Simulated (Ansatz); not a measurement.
Barrier H + PH3 (SMILES P) via H4P, on the benchmark's geometries as Psi4's copy gives them; open shells unrestricted, no zero-point energy, no spin–orbit coupling.
Transition structure (charge 0, multiplicity 2, Z-matrix in Å and degrees):
```
P
H 1 1.4140
H 1 1.4140 2 93.50
H 1 1.4844 2 92.53 3 92.73
H 4 1.2642 1 166.75 2 -43.08
```

Codes used: Ansatz (Gaussian basis) for Hartree–Fock, density functionals and correlated methods. 

The barrier height (kcal/mol) and the share of exact exchange:

```tsv
functional	exact exchange (%)	value
PBE/def2-TZVPPD	0	-1.80
PBE0/def2-TZVPPD	25	0.39
BLYP/def2-TZVPPD	0	-2.63
B3LYP/def2-TZVPPD	20	-1.06
BHLYP/def2-TZVPPD	50	1.38
r2SCAN/def2-TZVPPD	0	-3.17
```

Problem. Take the value as linear in the share of exact exchange along PBE and PBE0. Give the slope, say whether the sign turns, and set the other functionals against that line.

Solution. 
Slope: (0.39 − (-1.80))/2.5 = 0.88 kcal/mol for each 10 %. The line crosses zero at 21 %, where the sign would turn. At 50 % it gives 2.6 kcal/mol. The LYP pair gives (1.38 − (-2.63))/5 = 0.80 for each 10 %. BHLYP, at 50 %, lies -1.2 from the PBE line. B3LYP, at 20 %, lies -1.0 from the PBE line. r2SCAN, with none, stands -1.4 from PBE.

Ansatz is a quantum-chemistry and plane-wave program.
